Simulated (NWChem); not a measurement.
System: silicon monoxide (SiO, singlet); SMILES O=[Si]

Program: NWChem. Low-valent species are run as closed-shell singlets; no triplet was tried in these runs. Coordinates come from a PBE0-D3(BJ)/def2-TZVP optimisation. Computed dipoles belong to the equilibrium geometry; the measured one is vibrationally averaged.

Measured dipole moment: 3.10 D (NIST CCCBDB, as tabulated in the package chemicals).

| level | dipole moment (D) | computed − measured |
|---|---|---|
| TPSS/pcseg-1 | 2.59 | -0.51 |
| TPSS/aug-pcseg-1 | 2.80 | -0.30 |
| TPSS/pcseg-2 | 2.82 | -0.28 |
| TPSS/STO-3G | 1.08 | -2.02 |
| TPSS/def2-SVP | 2.34 | -0.76 |
